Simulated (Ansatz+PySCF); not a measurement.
Values are calculated unless marked as measured or tabulated.
## Ansatz (development build ahead of 0.2.0) run

```yaml
crystal:
  periodic: [false, false, false]
  atoms:
    - { symbol: H, position_ang: [0.0, 0.0, 0.0] }
    - { symbol: Na, position_ang: [0.753, 1.004, 2.17371] }
basis:
  gaussian: { orbitals: STO-3G }
total_charge: -1
magnetization:
  initial_magnetization: 1
hamiltonian:
  xc: hf
correlation:
  method: fci
  frozen_orbitals: { H: 0, Na: 1 }
```

The input is written out in the form of the current development build from the run's settings.

Output:

```yaml
Converged: yes
Total_energy: -159.89762 hartree
State: lowest doublet root, of any spatial symmetry
```

Caution: no diffuse functions for an anion.
